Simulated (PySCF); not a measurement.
**SOF2: singlet, from a T-shaped (ligand arrangement 2) start**

Aim: relax SOF2 as a singlet from a T-shaped (ligand arrangement 2) start, check by its vibrations whether the end is a minimum, and collect its spectrum and constants.

Method: PBE0, basis S def2-TZVP, O def2-TZVP, F def2-TZVP, no relativity, density fitting; program: PySCF 2.14.0.

## Step 1: Starting geometry

4 atoms, charge 0, spin multiplicity 1.

Bond lengths: S1–O2 1.510 Å, S1–F3 1.670 Å, S1–F4 1.670 Å. Angles: O2–S1–F3 88.0°, O2–S1–F4 88.0°, F3–S1–F4 176.0°.

```xyz
4
charge 0 multiplicity 1
S     0.0000    0.0000    0.0000
O     0.0000    0.0000    1.5100
F     1.6690    0.0000    0.0583
F    -1.6690    0.0000    0.0583
```

## Step 2: The SCF at the typed geometry

One driver script runs all steps and calls PySCF; scf.py shows how it sets up the SCF of each step. The optimiser is the driver's own. After this first run the driver tries any further starts and a stability analysis.

scf.py

```python
from pyscf import gto, scf, dft
mol = gto.M(atom='''
S      0.000000     0.000000     0.000000
O      0.000000     0.000000     1.510000
F      1.669000     0.000000     0.058300
F     -1.669000     0.000000     0.058300''',
    basis={'S': 'def2-TZVP', 'O': 'def2-TZVP', 'F': 'def2-TZVP'},
    charge=0, spin=0)
mf = dft.RKS(mol, xc='PBE0')
mf.grids.atom_grid = (50, 194)
aux = {'S': 'def2-universal-JKFIT', 'O': 'def2-universal-JKFIT', 'F': 'def2-universal-JKFIT'}
mf = mf.density_fit(auxbasis=aux)
mf.conv_tol = 1e-08
mf.diis_space = 10
mf.max_cycle = 60
mf.init_guess = 'minao'
mf.verbose = 4
mf.kernel()
```

Command:

```console
OMP_NUM_THREADS=2 python axn.py task.json out
```

After this run come: Relaxation: T-shaped (ligand arrangement 2) start, singlet; Hessian and properties; Downhill along the imaginary mode; Is it a minimum? Harmonic modes.

Before running it: what results should come out? Wanted: minimum; geometry; wavenumbers; dipole moment; highest occupied, lowest empty level; polar-tensor charge of S1; zero-point energy; atomisation energy.

**Answer**, as computed:

| quantity | value |
| --- | --- |
| minimum | singlet, Cs |
| geometry | S–F 1.588 Å (×2), S–O 1.419 Å; F–S–F 93.0°, F–S–O 106.5° (×2) |
| wavenumbers (cm⁻¹) | 375 (a'), 395 (a''), 534 (a'), 762 (a''), 827 (a'), 1373 (a') |
| dipole moment | 1.65 D |
| highest occupied, lowest empty level | -9.65, -1.13 eV |
| polar-tensor charge of S1 | +1.83 e |
| zero-point energy | 25.5 kJ/mol |
| entropy at 298.15 K | 279.0 J/(mol K) |
| atomisation energy (no zero-point energy) | 1268 kJ/mol |

What this shows: The T-shaped (ligand arrangement 2) start (C2v) ends in a minimum of Cs symmetry, after a stop at a saddle point 190.6 kJ/mol higher, from which it was pushed off along an imaginary mode. The strongest infrared band lies at 762 cm⁻¹ (a'', stretch). Other starts or spin states, not run here, may lie lower.
